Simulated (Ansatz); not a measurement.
**C3H4F2 (SMILES FC=CCF): levels of theory compared**

Wanted: a comparison of 6 runs (HF/6-31G*, PBE/6-31G*, PBE0/6-31G*, SVWN5/6-31G*, MP2/6-31G*, CCSD/6-31G*) of C3H4F2. 

Program for the calculation: Ansatz 0.2.0.

47 further runs of the same task are left out: 47 set aside as unsound or not needed.

## 1. The structure to begin with

C3H4F2 has 9 atoms, charge 0, and is taken as a singlet. As SMILES, `FC=CCF`. The F1–C2 distance was set to 2.405 Å, away from the relaxed value. At this shape a bond of the SMILES string is far longer than usual.

Bond lengths: C2–C3 1.320 Å, C3–C4 1.485 Å, C4–F5 1.387 Å, C2–H6 1.084 Å, C3–H7 1.084 Å, C4–H8 1.095 Å, C4–H9 1.091 Å. Angles: C2–C3–C4 124.9°, C3–C4–F5 109.9°, C2–C3–H7 117.2°, C4–C3–H7 117.9°, C3–C2–H6 125.2°, C3–C4–H8 111.0°, C3–C4–H9 111.5°, F5–C4–H8 107.0°, F5–C4–H9 108.2°, H8–C4–H9 109.1°.

## 2. The energy at HF/6-31G(d) (spherical functions) (run 1)

run.yaml reads:

```yaml
crystal:
  periodic: [false, false, false]
  atoms:
    - {symbol: F, position_ang: [-2.582881, 1.320185, -0.456527]}
    - {symbol: C, position_ang: [-0.756800, -0.083800, -1.148800]}
    - {symbol: C, position_ang: [0.269900, -0.355400, -0.364300]}
    - {symbol: C, position_ang: [0.439500, 0.155200, 1.019400]}
    - {symbol: F, position_ang: [1.656600, 0.811400, 1.133700]}
    - {symbol: H, position_ang: [-0.888900, -0.458700, -2.156900]}
    - {symbol: H, position_ang: [1.042400, -1.001300, -0.765600]}
    - {symbol: H, position_ang: [0.449800, -0.666700, 1.742700]}
    - {symbol: H, position_ang: [-0.352600, 0.856800, 1.286900]}
basis:
  gaussian: {orbitals: 6-31G_st_-spherical.json}
output: {orbitals: {seedname: orbitals}}
hamiltonian: {xc: hf}
accuracy: high
```

The basis set 6-31G* is read from a file made from the Basis Set Exchange's data (not shown).

The run is started by

```sh
$ ansatz run run.yaml --threads 1 --pin off --max-ram 3480MiB --events-out events.jsonl --progress --plain --runs-dir runs
```

Standard output:

```text
Warning: RAYON_NUM_THREADS=1 ignored (pool sized by the plan → 1); use --threads N
Functional definition: HF
  name "HF"
  exchange = exact_x
  correlation = 0
1794 factors; integrals over basis functions are off by at most 4.0e-9 eV
mean field evaluation 1: about -8553.5579 eV, gradient 4.7e1 eV
mean field evaluation 2: about -8553.6252 eV, gradient 4.7e1 eV
mean field evaluation 4: about -8559.2038 eV, gradient 6.4e0 eV
mean field evaluation 8: about -8559.4049 eV, gradient 1.1e0 eV
mean field evaluation 16: about -8559.4123 eV, gradient 2.1e-8 eV
mean field -8559.41229263 eV, -314.5525999763 hartree, gradient 2.3e-8 eV, S^2 0.000000; 0 other end points of the search recorded, 0 dependent functions left out
reference -8559.41229263 eV, -314.5525999763 hartree; 20, 20 occupied and 58, 58 virtual orbitals, 1794 factors
Total energy: -8559.41229263 eV, -314.5525999763 hartree
```

Wall time 1.9 s (1 thread of Arm Neoverse V2, shared host); peak memory 0.19 GiB.

## 3. A single-point energy at PBE/6-31G(d) (spherical functions) (run 2)

input.yaml reads:

```yaml
crystal:
  periodic: [false, false, false]
  atoms:
    - {symbol: F, position_ang: [-2.582881, 1.320185, -0.456527]}
    - {symbol: C, position_ang: [-0.756800, -0.083800, -1.148800]}
    - {symbol: C, position_ang: [0.269900, -0.355400, -0.364300]}
    - {symbol: C, position_ang: [0.439500, 0.155200, 1.019400]}
    - {symbol: F, position_ang: [1.656600, 0.811400, 1.133700]}
    - {symbol: H, position_ang: [-0.888900, -0.458700, -2.156900]}
    - {symbol: H, position_ang: [1.042400, -1.001300, -0.765600]}
    - {symbol: H, position_ang: [0.449800, -0.666700, 1.742700]}
    - {symbol: H, position_ang: [-0.352600, 0.856800, 1.286900]}
basis:
  gaussian:
    orbitals: 6-31G_st_-spherical.json
output:
  orbitals: {seedname: orbitals}
accuracy: high
hamiltonian:
  xc: {name: PBE}
```

The basis set 6-31G* is read from a file made from the Basis Set Exchange's data (not shown).

The run is started by

```sh
$ ansatz run input.yaml --threads 1 --pin off --max-ram 3480MiB --events-out events.jsonl --progress --plain --runs-dir runs
```

Standard output:

```text
Warning: RAYON_NUM_THREADS=1 ignored (pool sized by the plan → 1); use --threads N
Functional definition: PBE
  name "PBE"
  parameter kappa = 0.804
  parameter beta = 0.06672455060314922
  exchange = pbe_x(kappa = kappa, mu = beta*pi^2/3)
  correlation = pbe_c(beta = beta)
1794 factors; integrals over basis functions are off by at most 4.0e-9 eV
mean field evaluation 1: about -8588.8245 eV, gradient 5.3e1 eV
mean field evaluation 2: about -8418.8133 eV, gradient 2.1e2 eV
mean field evaluation 4: about -8582.4399 eV, gradient 6.9e1 eV
mean field evaluation 8: about -8594.7770 eV, gradient 2.3e-1 eV
mean field evaluation 16: about -8570.7196 eV, gradient 6.2e1 eV
mean field -8594.76654115 eV, -315.8518446454 hartree, gradient 5.5e-8 eV, S^2 0.000000; 0 other end points of the search recorded, 0 dependent functions left out
reference -8594.76654306 eV, -315.8518447154 hartree; 20, 20 occupied and 58, 58 virtual orbitals, 1794 factors
Total energy: -8594.76654306 eV, -315.8518447154 hartree
```

Run time: 5.4 s. Hardware: 1 thread of Arm Neoverse V2, shared host; peak memory 0.19 GiB.

Runs 3 to 5 aren't shown in full; the table further down has their settings and results.

## 4. The energy at CCSD/6-31G(d) (spherical functions) (run 6)

in.yaml reads:

```yaml
crystal:
  periodic: [false, false, false]
  atoms:
    - symbol: F
      position_ang: [-2.582881, 1.320185, -0.456527]
    - symbol: C
      position_ang: [-0.756800, -0.083800, -1.148800]
    - symbol: C
      position_ang: [0.269900, -0.355400, -0.364300]
    - symbol: C
      position_ang: [0.439500, 0.155200, 1.019400]
    - symbol: F
      position_ang: [1.656600, 0.811400, 1.133700]
    - symbol: H
      position_ang: [-0.888900, -0.458700, -2.156900]
    - symbol: H
      position_ang: [1.042400, -1.001300, -0.765600]
    - symbol: H
      position_ang: [0.449800, -0.666700, 1.742700]
    - symbol: H
      position_ang: [-0.352600, 0.856800, 1.286900]
basis:
  gaussian:
    orbitals: 6-31G_st_-spherical.json
accuracy: high
scf:
  omitted_lower_state_checks: [cluster_reference, increment]
correlation:
  method: ccsd
  frozen_orbitals: {C: 1, F: 1, H: 0}
```

The basis set 6-31G* is read from a file made from the Basis Set Exchange's data (not shown).

The run is started by

```sh
$ ansatz run in.yaml --threads 1 --pin off --max-ram 3480MiB --events-out events.jsonl --progress --plain --runs-dir runs
```

Standard output:

```text
Warning: RAYON_NUM_THREADS=1 ignored (pool sized by the plan → 1); use --threads N
[... 12 lines left out ...]
5 core orbitals not correlated: weight in the atoms' cores, before any rotation towards them, 1.000 or more for the frozen orbitals, at most 0.000 for the correlated occupied ones
[... 41 lines left out ...]
WARN: these amplitudes may be one of several solutions (largest doubles amplitude 0.31, level shift 0.44 eV)
Total energy: -8580.75011897 eV, -315.3367506307 hartree
Checks for a lower state left out: cluster_reference, increment
```

Wall time 27 s (1 thread of Arm Neoverse V2, shared host); peak memory 0.44 GiB.

## 5. All runs side by side

| run | level | frozen core orbitals | energy (Eh) | HOMO energy (eV) | LUMO energy (eV) | HOMO–LUMO gap (eV) | wall time |
| --- | --- | --- | --- | --- | --- | --- | --- |
| 1 | HF/6-31G* (spherical functions) | – | -314.552600 | -11.47 | -0.42 | 11.05 | 1.9 s |
| 2 | PBE/6-31G* (spherical functions) | – | -315.851845 | -6.20 | -5.14 | 1.06 | 5.4 s |
| 3 | PBE0/6-31G* (spherical functions) | – | -315.847295 | -8.41 | -4.35 | 4.06 | 6.9 s |
| 4 | SVWN5/6-31G* (spherical functions) | – | -313.818327 | -6.29 | -5.31 | 0.98 | 3.3 s |
| 5 | MP2/6-31G* (spherical functions) | 5 | -315.298101 | – | – | – | 4.2 s |
| 6 | CCSD/6-31G* (spherical functions) | 5 | -315.336751 | – | – | – | 27 s |

## 6. Results

```
                                          quantity          value
                               run 6: total energy  -315.33675 Eh
run 6: correlation energy (5 core orbitals frozen)     -784.2 mEh
                              run 6: T1 diagnostic          0.041
```

Below the HF energy at the same shape and in the same basis (6-31G*): MP2 -745.5 mEh; CCSD -784.2 mEh. Over runs 1, 2, 3, 4 the HOMO–LUMO gap runs from 0.98 eV (SVWN5/6-31G*) to 11.05 eV (HF/6-31G*). Exact exchange widens orbital gaps. Totals of different functionals can't be ranked against each other. In run 6 the T1 diagnostic is large, so a single reference may not serve. In runs 5, 6 the log says that unrestricted orbitals would lower the reference, so the values rest on an unstable closed-shell determinant (other closed-shell runs at this shape may share the fault). In runs 1, 2, 3, 4, 5, 6 a closed-shell determinant meets a far-stretched bond, which it describes badly. All runs together took 49 s, the longest 27 s.
